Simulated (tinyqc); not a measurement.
Inside a calculation. Method: extended Hueckel theory, for H2O-. The parameters take no account of the charge, which enters only through the electron count, and nothing here shows that the anion is bound. Computed by tinyqc, a small Python program that keeps every step (integrals from PySCF). Settings: charge = -1, K = 1.5, weighted = 1, multiplicity = 2. Command: `OMP_NUM_THREADS=1 python tinyqc.py 24067 24068 out.jsonl` (the two numbers bound the seeds that draw the settings). One thread of a shared host (Intel(R) Xeon(R) Processor @ 2.60GHz), about 0.01 s of CPU time with the checks.

## Overlaps

Geometry (angstrom):
```
atom         x          y         z
O     0.000000   0.000000  0.000000
H     0.000000   0.704000  0.669000
H     0.000000  -0.717000  0.681000
```

Parameters chosen for this run:
```
element  shell  Slater exponent   H_ii (eV)
O           2s         2.275000  -32.300000
O           2p         2.275000  -14.800000
H           1s         1.300000  -13.600000
```

Slater orbitals, each expanded in six Gaussians scaled to its exponent.

overlap S:
```
           1O 2s    1O 2px     1O 2py    1O 2pz     2H 1s      3H 1s
1O 2s   1.000000  0.000000   0.000000  0.000000  0.452059   0.440526
1O 2px  0.000000  1.000000   0.000000  0.000000  0.000000   0.000000
1O 2py  0.000000  0.000000   1.000000  0.000000  0.281226  -0.276356
1O 2pz  0.000000  0.000000   0.000000  1.000000  0.267245   0.262480
2H 1s   0.452059  0.000000   0.281226  0.267245  1.000000   0.260624
3H 1s   0.440526  0.000000  -0.276356  0.262480  0.260624   1.000000
```

## Wolfsberg-Helmholz matrix

diagonal H_ii (eV): 1O 2s -32.300000, 1O 2px -14.800000, 1O 2py -14.800000, 1O 2pz -14.800000, 2H 1s -13.600000, 3H 1s -13.600000

K = 1.500000

H_ij = K' S_ij (H_ii + H_jj)/2 for i != j (the diagonal keeps H_ii), with K' = K + D^2 + D^4 (1 - K), D = (H_ii - H_jj)/(H_ii + H_jj), K = 1.5.

H (eV):
```
             1O 2s      1O 2px      1O 2py      1O 2pz       2H 1s       3H 1s
1O 2s   -32.300000    0.000000    0.000000    0.000000  -17.141236  -16.703915
1O 2px    0.000000  -14.800000    0.000000    0.000000    0.000000    0.000000
1O 2py    0.000000    0.000000  -14.800000    0.000000   -5.997247    5.893374
1O 2pz    0.000000    0.000000    0.000000  -14.800000   -5.699089   -5.597472
2H 1s   -17.141236    0.000000   -5.997247   -5.699089  -13.600000   -5.316731
3H 1s   -16.703915    0.000000    5.893374   -5.597472   -5.316731  -13.600000
```

## Orbitals

valence electrons = 9

Solve H C = S C e through S^(-1/2); fill by pairs from the bottom, a degenerate level sharing its electrons equally; each orbital has its largest coefficient positive (the first on a tie).

orbital energies (eV): -32.789832  -16.024781  -15.224863  -14.800000  -5.556896  4.173067

occupations: 2.000000  2.000000  2.000000  2.000000  1.000000  0.000000

coefficients:
```
              MO1        MO2        MO3       MO4        MO5        MO6
1O 2s    0.906435  -0.001361  -0.144146  0.000000  -0.022077  -0.842178
1O 2px   0.000000   0.000000   0.000000  1.000000   0.000000   0.000000
1O 2py  -0.000988   0.763344   0.001710  0.000000   0.825875  -0.039801
1O 2pz  -0.032742  -0.000248   0.924263  0.000000  -0.021552  -0.581923
2H 1s    0.098906   0.313408   0.120675  0.000000  -0.836845   0.862973
3H 1s    0.095039  -0.319317   0.122371  0.000000   0.900169   0.771018
```

sum of one-electron energies = -163.235849 eV

## Mulliken analysis

P = C n C^T; charge = valence electrons (O 6, H 1) minus the sum of (P S)_ii on the atom; overlap population = 2 sum P_ij S_ij between two atoms.

charges: 1O -1.353998, 2H 0.214232, 3H 0.139766

Overlap populations:
```
pair      value
2-1    0.152429
3-1    0.067772
3-2   -0.471792
```
